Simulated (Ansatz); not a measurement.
SbH, singlet in def2-TZVPP: errors against full CI

Geometry: a point of a stretch scan, not a stationary point.

| atom | x (Å) | y (Å) | z (Å) |
| --- | --- | --- | --- |
| Sb | 0.0000 | 0.0000 | 0.0000 |
| H | 0.0000 | 0.0000 | 1.5100 |

Basis def2-TZVPP with its core potentials; Ansatz 0.2.0. Correlated methods freeze the noble-gas cores and the filled d shells of p-block atoms, which leaves 6 electrons in 55 orbitals. Prefix R: restricted or restricted open-shell reference; prefix U: unrestricted. Active spaces: pair = (2e, 2o) about the gap; valence = (6e, 5o) chosen from the atoms' valence shells. No spin–orbit coupling is included; scalar relativity enters through the core potentials alone.

Full CI is exact within this basis and frozen core; it isn't the basis-set limit. The frozen core follows each run's orbitals, which can shift R against U totals by a few meV for light atoms and by up to 0.1 eV past Ca.

The determinant fills πx and πy unequally, so it is a mixture of Σ and Δ, which weighs on every level built on one determinant.

RHF is unstable: UHF (⟨S²⟩ = 1.03) lies 1.29 eV below the lowest RHF solution. Higher spins weren't run at this geometry and may lie near or lower.

- UHF ⟨S²⟩: 1.030
- T1 diagnostic (RCCSD): 0.0115
- largest doubles amplitude (RCCSD): 0.329

```
                     level  E − E(full CI) (mEh)  share of correlation (%)     wall time
                       RHF                135.82                      0.00             –
                      RMP2                 38.29                     71.81             –
                     RCCSD                 12.19                     91.02             –
                  RCCSD(T)                  6.06                     95.54         1.1 s
                   BCCD(T)                  6.09                     95.51         1.4 s
                   RCCSDT*                  0.57                     99.58             –
                RCCSDT(Q)*                 -0.23                    100.17         7.5 s
                  RCCSDTQ*                  0.00                    100.00   10 s (H100)
       CASSCF (pair space)                115.06                     15.29             –
       NEVPT2 (pair space)                 18.88                     86.10         1.1 s
       MRCISD (pair space)                  6.99                     94.85             –
     MRCISD+Q (pair space)                 -0.71                    100.52    3 s (H100)
    CASSCF (valence space)                100.99                     25.65             –
    NEVPT2 (valence space)                 24.31                     82.10         1.6 s
NEVPT4(SD) (valence space)                  2.25                     98.35  2.3 s (H100)
    MRCISD (valence space)                  5.21                     96.16             –
  MRCISD+Q (valence space)                 -0.88                    100.65  1.8 s (H100)
```

An asterisk marks runs whose energy the program itself flagged as in doubt.

The correlation energy at full CI, counted from RHF, is -3.696 eV. That run took 15 s on 2 threads of AMD EPYC 7R13 with a shared H100 80 GB, shared host over 172,266,853 determinants.

Run but not shown, since their state, orbitals or frozen core can't be matched to the reference's or they repeat it: UHF, UMP2, UCCSD, UCCSD(T), UCCSDT, UCCSDT(Q).

Times hold each run's SCF and search for its determinant on a shared host, so for small cases they say little of a method's own cost; rows without a card ran on 1 thread of AMD EPYC 7R13.

More than 5 meV below full CI, which no variational method can be: RCCSDT(Q), MRCISD+Q (pair space), MRCISD+Q (valence space).

Unrestricted levels hold only the spin's projection, and here they fall towards a lower state of higher spin.

The full-CI state has the irrep A1 of C2v, in the program's axes (one component, if the state is degenerate).

Natural occupations of full CI about the gap: 1.960 1.934 1.041 0.927 0.034 0.022 0.015 0.014 0.008 0.007; effectively unpaired electrons, Σ n²(2−n)², 2.02. No single determinant describes this state well, so single-reference rows can miss without a flag.
